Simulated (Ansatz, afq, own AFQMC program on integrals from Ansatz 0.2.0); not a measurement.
# Where AFQMC and coupled cluster stand for AlGeH₃, singlet

```xyz
5

Ge   -0.0008    0.0000    0.6793
Al   -0.0935    0.0000   -1.6352
H     0.8305    1.0566   -0.3876
H     0.8305   -1.0566   -0.3876
H     0.8986    0.0000   -4.4080
```

Connectivity, by distances: Ge–Al ··· H, 2 bridging H.

Basis cc-pVDZ. Only valence electrons are correlated. Ansatz 0.2.0 and our own AFQMC program on the same integrals; the CISD trial comes from CCSD amplitudes, and released means the phaseless constraint is let go. ± is one standard error of the sampling. No spin–orbit coupling.

Determinant: RHF, the one that the program's search chose, which needn't be the lowest solution. The geometry is a point of a scan.

No full CI on the walks' own integrals is used here; CCSDT(Q) serves as the reference and is uncertain by about the last step of the cluster series.

Cautions: no relativity below Rb; no spin-orbit coupling; inner d shell frozen; higher spins were not checked; restricted determinant unstable towards unrestricted (UHF 1.33 eV lower, ⟨S²⟩ 1.00); strong correlation (T1 0.046, weight of the determinant 0.73, largest double 0.34); (T) is large, 6 % of the CCSD correlation; the released energies are still falling, so no released level is given (meV from the phaseless value at times in 1/Eh: -6 ± 25 at 0.24, -18 ± 23 at 0.51, -31 ± 20 at 0.99, -64 ± 28 at 1.62, -83 ± 32 at 2.40), though the last usable value meets CCSDT(Q) within the noise.

```
T1 diagnostic                               : 0.0459
weight of the determinant in the CISD state : 0.734
size of the correlated space                : 10 electrons in 41 orbitals
```

Reference: CCSDT(Q), correlation energy -6.657 eV.

| level | E − E(reference) (kJ/mol) | share of correlation (%) |
| --- | --- | --- |
| HF | 642.3 | 0.00 |
| MP2 | 176.5 | 72.52 |
| CCSD | 44.2 | 93.11 |
| CCSD(T) | 7.2 | 98.88 |
| CCSDT | 3.0 | 99.53 |
| ph-AFQMC/CISD | 12.0 ± 1.8 | 98.13 |

A walk keeps the symmetry of its determinant, which the program's search chose and which needn't be the lowest solution, so a lower state of the same spin and another symmetry isn't excluded.
